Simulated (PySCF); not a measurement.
Species: C4H8N2.
Cartesian coordinates in Å at the GFN2-xTB level; atoms count from 1:
```xyz
14
C4H8N2 angstrom
C     -2.2849   -0.0660   -0.0260
C     -1.7017    0.7975    1.0488
N     -0.4769    1.0257    1.2538
N      0.5447    0.7055    0.5299
C      1.3198   -0.2851    0.6371
C      2.5596   -0.3612   -0.1832
H     -1.4964   -0.5728   -0.5790
H     -2.8657    0.5434   -0.7185
H     -2.9539   -0.8066    0.4109
H     -2.3891    1.2949    1.7201
H      1.1253   -1.1131    1.3248
H      2.5316   -1.2418   -0.8250
H      2.6545    0.5288   -0.7989
H      3.4324   -0.4496    0.4631
```

Computed at PBE0/pcSseg-1 (PySCF, non-relativistic), with Q(14N) = 0.02044 b: N3, 14N (I = 1): χzz = -5.378 MHz, η = 0.260; N4, 14N (I = 1): χzz = -5.238 MHz, η = 0.257.

(1) Where would the pure quadrupole (NQR) lines of 14N at N3 fall for the rigid, isolated species?

(2) Find the zero-field quadrupole resonance frequencies of 14N at N4.

## Answers

(1) From ν± = (3/4)|χ|(1 ± η/3) and ν0 = |χ|η/2: ν+ 4.384 MHz, ν− 3.684 MHz, ν0 0.700 MHz (C=N nitrogen).

(2) From ν± = (3/4)|χ|(1 ± η/3) and ν0 = |χ|η/2: ν+ 4.265 MHz, ν− 3.592 MHz, ν0 0.673 MHz (C=N nitrogen).

In a crystal, neighbours and librations shift these lines. GFN2-xTB bond lengths can be off by several hundredths of an ångström, more for odd bonds, and the gradients follow them. With a basis this small, the couplings can be 20 % off.

One conformer stands for the species.
